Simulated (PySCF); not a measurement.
Compound: C3H5FO.
Structure used (GFN2-xTB), in Å, numbered top down from 1:
```
atom  x, y, z in Å
O1     1.5589   -0.6217   -0.6235
C2     0.4993   -0.5393    0.2593
C3    -0.9178   -0.3562   -0.2258
C4    -0.2146    0.7584    0.4928
F5     0.1871    1.8213   -0.2708
H6     1.5207    0.1289   -1.2303
H7     0.6755   -1.1860    1.1090
H8    -1.7217   -0.8675    0.2772
H9    -1.0660   -0.2263   -1.2872
H10   -0.5124    1.0931    1.4768
```

The closed-shell SCF was solved with PySCF and density fitting under several settings on one GFN2-xTB geometry (grid level 2 and gas phase unless stated).

```csv
settings,basis functions,SCF cycles,E (Eh),HOMO (eV),LUMO (eV),dipole (D)
PBE0/pcSseg-1,110,12,-291.9974,-7.30,1.29,1.60
PBE0/def2-SVPD,146,12,-291.8333,-7.46,0.56,1.73
"CAM-B3LYP/ANO-RCC-VDZP, IEF-PCM methanol, start guess sap",95,12,-292.3305,-8.67,1.28,2.24
PBE0/6-31G*,80,12,-292.0122,-6.96,2.10,1.45
```

Q: Estimate the row for these settings: PBE0/pcSseg-1, IEF-PCM chloroform.

A: 
```tsv
settings	basis functions	SCF cycles	E (Eh)	HOMO (eV)	LUMO (eV)	dipole (D)
PBE0/pcSseg-1, IEF-PCM chloroform	110	12	-292.0036	-7.23	1.50	1.87
```

Q: Over all rows, what range does the HOMO–LUMO gap span?

A: From 8.02 eV (PBE0/def2-SVPD) to 9.95 eV (CAM-B3LYP/ANO-RCC-VDZP, IEF-PCM methanol, start guess sap). The functional of the narrowest has 25 % exact exchange, that of the widest range-separated exact exchange.

Q: And the dipole moment?

A: From 1.45 D (PBE0/6-31G*) to 2.24 D (CAM-B3LYP/ANO-RCC-VDZP, IEF-PCM methanol, start guess sap); the largest is 1.54 times the smallest, and the median is 1.73 D.

Q: Compare two rows with the functional PBE0: PBE0/pcSseg-1 and PBE0/6-31G*. Which energy is lower, and by how much?

A: PBE0/6-31G* (80 functions) lies 0.0148 Eh or 9.3 kcal/mol below PBE0/pcSseg-1 (110 functions). The smaller set gives the lower energy; the two sets aren't nested, so the variational bound doesn't order them by size.

Whole jobs, the steps after the SCF included, on one thread, Arm Neoverse N1 (aarch64), shared host:

```csv
settings,work after the SCF,wall time,peak memory
PBE0/pcSseg-1,"shieldings, ring-centre shieldings, charges and field gradients",10 s,0.51 GiB
PBE0/def2-SVPD,"6 singlets by full TDDFT, 2 Tamm–Dancoff triplets, polarisability",15 s,0.59 GiB
"CAM-B3LYP/ANO-RCC-VDZP, IEF-PCM methanol, start guess sap","shieldings, ring-centre shieldings, charges and field gradients",26 s,0.59 GiB
PBE0/6-31G*,"shieldings, ring-centre shieldings",5.6 s,0.45 GiB
"PBE0/pcSseg-1, IEF-PCM chloroform","shieldings, ring-centre shieldings, charges and field gradients",10 s,0.55 GiB
```

Cycle counts include a coarse-grid stage where the run had one. All basis functions are spherical, in the Pople sets too. ANO-RCC sets were contracted for a scalar-relativistic Hamiltonian, but ran non-relativistically here. The species at its GFN2-xTB geometry (one conformer only).
